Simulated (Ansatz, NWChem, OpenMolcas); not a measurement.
# Worked example: SiH(SH) → SiS + H2

Species: SiH(SH), singlet; SiS, singlet; H2 (hydrogen), singlet. This is a balance of energies; it says nothing on the path, which may need atoms to shift.

Shapes, held fixed at every level: PBE0-D4/def2-TZVP; SiS at the measured bond length. Flexible molecules stand in one conformer, not always the lowest. Programs: Ansatz 0.2.0, NWChem 7.3.0, OpenMolcas 26.06. A level may come from different programs for different species; with the same settings they agree closely. Electronic energies: no zero-point or thermal term.

At B3LYP/6-31G* (spherical functions); 1 Eh = 2625.50 kJ/mol:

| species | energy (Eh) |
| --- | --- |
| SiH(SH) | -688.860341 |
| SiS | -687.690104 |
| H2 | -1.175475 |

Work out ΔE of the reaction at this level.


1. Products less reactants: (-687.690104) + (-1.175475) − [(-688.860341)] = -0.005238 Eh = -13.8 kJ/mol.

Other levels give -22.3 (HF/3-21G) to +92.8 kJ/mol (HF/STO-3G). No measured value is set beside it here. The levels disagree on the sign, so it isn't settled. The median of the other levels is +8.0 kJ/mol.
